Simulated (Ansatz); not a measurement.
Computed with Ansatz on PBE0-D4/def2-TZVP structures; ΔE is electronic, products minus reactants. CCSD(T)/CBS is the MP2 limit (def2-TZVPP, def2-QZVPP) plus CCSD(T) − MP2 in def2-TZVPP, frozen cores. This one scheme is used for every species, atoms too. Functionals use def2-TZVPP. HSE06 is defined as in plane-wave codes. Open shells (•) are unrestricted, without spin–orbit coupling. Spin–orbit coupling would lower the free atoms: a little for C, S. Each species was taken in one conformer, which may not be the lowest.

Reaction (atomization): `CSCN` → 2 C• + 7 H• + N• + S•

`CSCN`:

Z-matrix (Å, degrees):
```
C
S 1 1.796
H 1 1.092 2 111.7
H 1 1.092 2 111.2 3 123.1
H 1 1.090 2 107.2 3 -118.3
C 2 1.826 1 99.8 3 -63.0
N 6 1.434 2 118.1 1 66.8
H 6 1.093 2 108.1 1 -57.6
H 6 1.092 2 103.9 1 -171.5
H 7 1.011 6 111.6 2 -67.4
H 7 1.012 6 111.0 2 52.9
```

(1) What is ΔE at CCSD(T)/CBS? (An estimate is asked.)

(2) What do these levels give: LDA (SPW92), HSE06-D4, ωB97X-V, revPBE, SCS-MP2/def2-TZVPP, HF/def2-QZVPP? (An estimate is asked.)

Largest T1 diagnostic among the species: 0.010.

Answers

(1) Computed: +3918.3 kJ/mol.

(2) Ansatz gave: LDA (SPW92) 4501.3, HSE06-D4 3942.6, ωB97X-V 3934.8, revPBE 3854.6, SCS-MP2/def2-TZVPP 3848.2, HF/def2-QZVPP 2785.4 kJ/mol.

From r2SCAN to r2SCAN0 (25 % exact exchange), in def2-TZVPP and without D4, ΔE moves by −52.8 kJ/mol: exact exchange takes away binding that semilocal exchange gives to molecules. At CCSD(T), def2-SVP lies −237.8 kJ/mol from the extrapolated value and def2-TZVPP −109.7 kJ/mol: correlation converges slowly with the basis, and small sets miss more of it in the bonded molecule than in its fragments.

For atomizations the MP2-based limit and the directly extrapolated one differ by several kJ/mol either way, and by 10 to 25 for some Ge, Se and Sn compounds, so smaller differences from it don't rank the levels.
